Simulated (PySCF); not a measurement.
Magnetic susceptibility: `[NH4+]`, [H₄N]+, charge +1

Molfile (atoms numbered from 1):
```
H4N
     RDKit          3D

  5  4  0  0  0  0  0  0  0  0999 V2000
   -0.0065    0.0013   -0.0011 N   0  0  0  0  0  0  0  0  0  0  0  0
    0.8987   -0.4892    0.0139 H   0  0  0  0  0  0  0  0  0  0  0  0
    0.1088    0.9208   -0.4501 H   0  0  0  0  0  0  0  0  0  0  0  0
   -0.3432    0.1302    0.9634 H   0  0  0  0  0  0  0  0  0  0  0  0
   -0.6904   -0.5563   -0.5317 H   0  0  0  0  0  0  0  0  0  0  0  0
  1  2  1  0
  1  3  1  0
  1  4  1  0
  1  5  1  0
M  CHG  1   1   1
M  END
```

Method used: PySCF 2.14.0, GIAO B3LYP/def2-SVP magnetisability, rotational g tensor and spin-rotation constants, non-relativistic, gas phase. Geometry: PBE0-D3(BJ)/def2-SVP.

For an ion the centre-of-mass motion in the field is neglected.

What are the magnetisability and the molar susceptibility?

Isotropic -242 × 10⁻³⁰ J/T², or -14.6 × 10⁻⁶ cm³/mol; principal values -242, -242, -242 × 10⁻³⁰ J/T², anisotropy 0 × 10⁻³⁰ J/T² (root of half the summed squared differences of the principal values). The susceptibility is in cgs units.

Split it along the inertial axes a, b, c into diamagnetic and paramagnetic parts about the centre of mass, with the quadrupole moment.


```
axis  χ (10⁻⁶ cm³/mol)  diamagnetic (10⁻⁶ cm³/mol)  paramagnetic (10⁻⁶ cm³/mol)  summed x² of all electrons (Å²)  quadrupole Θ (D Å)
   a             -14.6                       -19.6                          5.0                              2.3                0.00
   b             -14.6                       -19.6                          5.0                              2.3                0.00
   c             -14.6                       -19.6                          5.0                              2.3                0.00
```
Anisotropies 2χaa − χbb − χcc = 0.0 and 2χbb − χaa − χcc = 0.0 × 10⁻⁶ cm³/mol. Θ is traceless in Buckingham's convention.

And the rotational g tensor?


| axis | rotational constant (GHz) | g | nuclear part | electronic part |
| --- | --- | --- | --- | --- |
| a | 177.3771 | +0.5805 | 0.9995 | -0.4190 |
| b | 177.3664 | +0.5804 | 0.9994 | -0.4190 |
| c | 177.3623 | +0.5804 | 0.9994 | -0.4190 |

Spherical top; isotopes 1H, 14N; no vibrational averaging.
